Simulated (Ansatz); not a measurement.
**LiS+ (quintet): wave-function methods side by side, cc-pVDZ**

How much of the correlation energy of LiS+ (quintet) does each wave-function method recover here?

Method: cc-pVDZ, core rule «outside noble gas», up to 6 orbitals frozen; program: Ansatz 0.2.0, Gaussian basis.

The runs, in order: UHF; CCSD(T) on ROHF; CCSD(T) on UHF; BCCD(T) on ROHF; CISD as a restricted active space (open shells left free, so some higher excitations enter); CCSDT(Q) on ROHF; CCSDT(Q) on UHF; CISDTQ; Full CI.

18 further runs of the same task are left out: 6 for a known fault of the program, 3 that didn't finish, 9 set aside as unsound or not needed. Runs told in other sessions of the task aren't counted.

### 1 The system

The geometry is a PBE0/def2-TZVP stationary point (not a proven minimum) of the parent state, kept for this charge and spin.

2 atoms, charge 1, spin multiplicity 5.

Atoms are counted from 1 here; the program's logs count them from 0.

Bond lengths: S1–Li2 2.449 Å.

### 2 UHF

Contents of in.yaml:

```yaml
crystal:
  periodic: [false, false, false]
  atoms:
    - {symbol: S, position_ang: [0.000000, 0.000000, 0.000000]}
    - {symbol: Li, position_ang: [0.000000, 0.000000, 2.448900]}
basis:
  gaussian: {orbitals: cc-pVDZ}
total_charge: 1
magnetization: {spin_polarized: true, initial_magnetization: 4}
hamiltonian: {xc: hf}
output: {orbitals: {seedname: orbitals}}
```

Command:

```bash
> ansatz run in.yaml --threads 1 --pin off --events-out ev --progress --plain --max-ram 2393MiB
```

Further steps of the session: CCSD(T) on ROHF; CCSD(T) on UHF; BCCD(T) on ROHF; CISD as a restricted active space (open shells left free, so some higher excitations enter); CCSDT(Q) on ROHF; CCSDT(Q) on UHF; CISDTQ; Full CI.

Before running them: what should the planned runs give, taken together? Wanted: FCI from the RHF energy; RMP2 from FCI; UMP2 from FCI; RCCSD from FCI; RCCSD(T) from FCI; UCCSD(T) from FCI; RCCSDT(Q) from FCI; UCCSDT(Q) from FCI; T1 diagnostic.

**Answer**, as computed:

| quantity | value |
| --- | --- |
| FCI from the ROHF energy | -2.5567 eV |
| RMP2 from FCI | +54.3 kJ/mol |
| UMP2 from FCI | +54.0 kJ/mol |
| RCCSD from FCI | +4.1 kJ/mol |
| RCCSD(T) from FCI | +1.0 kJ/mol |
| UCCSD(T) from FCI | +1.0 kJ/mol |
| RCCSDT(Q) from FCI | 0.0 kJ/mol |
| UCCSDT(Q) from FCI | 0.0 kJ/mol |
| levels within 1 kcal/mol (43 meV) | RCCSD, UCCSD, RCCSD(T), UCCSD(T), BCCD(T), RCCSDT, UCCSDT, CISDTQ, RCCSDT(Q), UCCSDT(Q) |
| T1 diagnostic | 0.016 |
| effectively unpaired electrons | 4.01 |

**Reading.** RCCSD(T) misses by +1.0 kJ/mol, 0.4 % of the correlation energy. One determinant dominates. These misses are within one basis, not against nature; the frozen cores of restricted and unrestricted runs differ, which can shift their rows.

Levels on UHF freeze UHF's core orbitals, full CI those of ROHF, so the U rows can settle a little off it for that reason alone.

With open shells the CI space here admits some higher excitations, so it is larger than plain CISD.
